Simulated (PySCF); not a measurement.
HS, SMILES [SH], multiplicity 2.

Geometry: B3LYP-D3(BJ)/def2-TZVPD.

Two levels are set side by side: PBE/def2-TZVPD (PySCF) and CAM-B3LYP/def2-TZVPD (PySCF). Same geometry, gas phase. Differences are taken from unrounded values.

| quantity | CAM-B3LYP |
|---|---|
| α-spin orbital gap (eV) | 9.99 |
| β-spin orbital gap (eV) | 5.46 |
| dipole moment (D) | 0.79 |

Task: What does PBE give, and how far is it from CAM-B3LYP? (Estimate from the structure and the level; the computed values follow.)

Result: 
| quantity | PBE | PBE minus CAM-B3LYP |
|---|---|---|
| α-spin orbital gap (eV) | 5.83 | -4.15 |
| β-spin orbital gap (eV) | 0.42 | -5.03 |
| dipole moment (D) | 0.75 | -0.04 |

Rough cost on one machine, each run with all the roots and properties that it gave: CAM-B3LYP against PBE within a factor of 2.
